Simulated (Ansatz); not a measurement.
A run for Ansatz (a first-principles code): R-CCSD(T)/aug-cc-pVTZ on H2O (SMILES O).

Ansatz 0.2 input:
```yaml
crystal:
  periodic: [false, false, false]
  atoms:
    - {symbol: O, position_ang: [1.35062500, 0.11146900, 0.00000000]}
    - {symbol: H, position_ang: [1.68039800, -0.37374100, -0.75856100]}
    - {symbol: H, position_ang: [1.68039800, -0.37374100, 0.75856100]}
basis:
  gaussian:
    orbitals: aug-cc-pVTZ
magnetization: {spin_polarized: false}
correlation: {method: ccsd_t, electrons: outside_noble_gas}
scf: {lower_state_search: off}
```

Q: Predict the final total energy.

A: -76.3423 hartree (reference determinant -76.0605, T1 diagnostic 0.010).
